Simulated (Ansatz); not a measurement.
How far each method lies from UCCSDT(Q) for HGe–NH, doublet

Geometry: a point of a bend scan, not a stationary point.

```xyz
4

Ge    0.0000   -0.1450    0.2667
N     0.0000    0.6352   -1.2580
H     0.0000    1.4273    0.4319
H     0.0000    0.1982   -2.1724
```

Basis cc-pVDZ; Ansatz 0.2.0. Correlated methods freeze the noble-gas cores and the filled d shells of p-block atoms, which leaves 11 electrons in 36 orbitals. R marks a restricted (for open shells ROHF) determinant, U an unrestricted one. Active spaces: valence = (11e, 10o) chosen from the atoms' valence shells. No spin–orbit coupling is included, and no scalar relativity.

Full CI isn't at hand for all of this; UCCSDT(Q) serves as the reference, and is uncertain by about the last step of the cluster series. The frozen core follows each run's orbitals, which can shift R against U totals by a few meV for light atoms and by up to 0.1 eV past Ca.

- UHF ⟨S²⟩: 0.829
- T1 diagnostic (RCCSD): 0.0709
- largest doubles amplitude (RCCSD): 0.088
- T1 diagnostic (UCCSD): 0.0591

**Question.** From what is known of these methods and the diagnostics, rank them by the size of their error in total energy against UCCSDT(Q) in cc-pVDZ, smallest first (an estimate: the text doesn't fix the numbers).
A. UMP2
B. UCCSDT
C. UHF
D. UCCSD(T)
E. UCCSD

**Answer.** B (4.1 kJ/mol), D (9.3 kJ/mol), E (37.7 kJ/mol), A (130.6 kJ/mol), C (740.8 kJ/mol).

All errors are against UCCSDT(Q) in cc-pVDZ. T1 is large (0.071) while the doubles stay small, which points to orbital relaxation. Within each family the higher level lies nearer, as is usual though not guaranteed.

Natural occupations of CASSCF (valence space) about the gap: 1.980 1.969 1.945 1.930 1.022 0.073 0.045 0.024 0.023; effectively unpaired electrons, Σ n²(2−n)², 1.07.
